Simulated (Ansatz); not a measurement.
Computed with Ansatz.

A structure relaxed at PBE0-D4/def2-TZVP, charge 0, multiplicity 1:

```tsv
atom	x (Å)	y (Å)	z (Å)
N1	0.945	1.064	0.618
C2	0.426	-0.076	0.147
C3	-0.814	-0.186	-0.360
C4	-1.570	-1.092	-0.866
O5	-2.370	-1.795	-1.343
H6	0.392	1.904	0.601
H7	1.877	1.102	0.988
H8	1.114	-0.921	0.215
```

**Question.** Give its formula and SMILES.

**Answer.** C3H3NO, `NC=C=C=O`.

**Question.** Point group (tolerance 0.08 Å, 0.16 Å for H)?

**Answer.** Cs.

**Question.** Summarise the bond lengths by kind.

**Answer.** 1 × C–N 1.338 Å; 2 × H–N 1.003 to 1.006 Å; 2 × C–C 1.284 to 1.344 Å; 1 × C–H 1.092 Å; 1 × C–O 1.167 Å.
